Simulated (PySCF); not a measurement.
## Removing an electron from difluorosilane

Compound: difluorosilane, F₂H₂Si.
Geometry (PBE0-D3(BJ)/def2-TZVP, Å), atoms numbered from 1 in this order:
```xyz
5
F2H2Si angstrom
F     -1.127   -0.972    0.014
Si     0.148   -0.031    0.077
F      1.437   -0.940   -0.086
H      0.190    0.608    1.405
H      0.091    0.908   -1.058
```

Level: wB97X-D/aug-cc-pVTZ (PySCF). Frontier orbitals with their largest atomic shares (Löwdin; up to four atoms above 4 %):

```json
{"orbital": "HOMO−3", "ε (eV)": "-14.59", "main atoms": "F3 45 %, F1 45 %, Si2 9 %"}
{"orbital": "HOMO−2", "ε (eV)": "-14.24", "main atoms": "F3 45 %, F1 45 %, Si2 9 %"}
{"orbital": "HOMO−1", "ε (eV)": "-13.86", "main atoms": "F1 24 %, F3 24 %, Si2 21 %, H5 15 %"}
{"orbital": "HOMO", "ε (eV)": "-11.85", "main atoms": "?"}
{"orbital": "LUMO", "ε (eV)": "0.97", "main atoms": "H5 47 %, H4 47 %"}
{"orbital": "LUMO+1", "ε (eV)": "1.23", "main atoms": "Si2 80 %, H5 6 %, H4 6 %, F3 4 %"}
{"orbital": "LUMO+2", "ε (eV)": "1.31", "main atoms": "Si2 84 %, H5 4 %, H4 4 %"}
```

Task: What vertical ionisation energy does ΔSCF give, and how far is −ε(HOMO) from it?

Result: ΔSCF: 12.76 eV (1232 kJ/mol; threshold wavelength 97.1 nm); ⟨S²⟩ of the doublet left behind is 0.760, against 0.75 for a pure doublet. −ε(HOMO) is 11.85 eV, 0.91 eV below it. For the exact functional −ε(HOMO) would equal the first vertical ionisation energy; wB97X-D (range-separated hybrid) falls short of its own ΔSCF value by 7 %. Holes in the HOMO−1 and HOMO−2 were tried too where these lie within 1.2 eV of the HOMO; the lowest converged state counts.

Task: On which atoms does the HOMO lie?

Result: Si2 (fluorine-bound silicon) 33 %, H4 (Si–H hydrogen) 24 %, H5 (Si–H hydrogen) 24 %, F1 (silicon-bound fluorine) 10 %, so no atom holds as much as 40 %. The HOMO−1 lies 2.01 eV lower.

Task: What kinetic energy would electrons from this vertical process carry with 118.2 nm light (10.49 eV)?

Result: The photon is 2.27 eV short of the vertical value.

Task: What total energies stand behind the ΔSCF value?

Result: E(N) = -490.53700 Eh and E(N − 1) = -490.06795 Eh at the same geometry, 0.46905 Eh apart.

Task: How many of the 10 lowest singlet excitations (vertical TDDFT, same level) lie below the ionisation energy?

Result: All 10; they run from 8.45 to 11.10 eV.

Isolated species at its PBE0-D3(BJ)/def2-TZVP geometry, gas phase.

The pairwise dispersion term of wB97X-D wasn't added to the energies; at a given geometry it leaves orbitals and properties as they are.
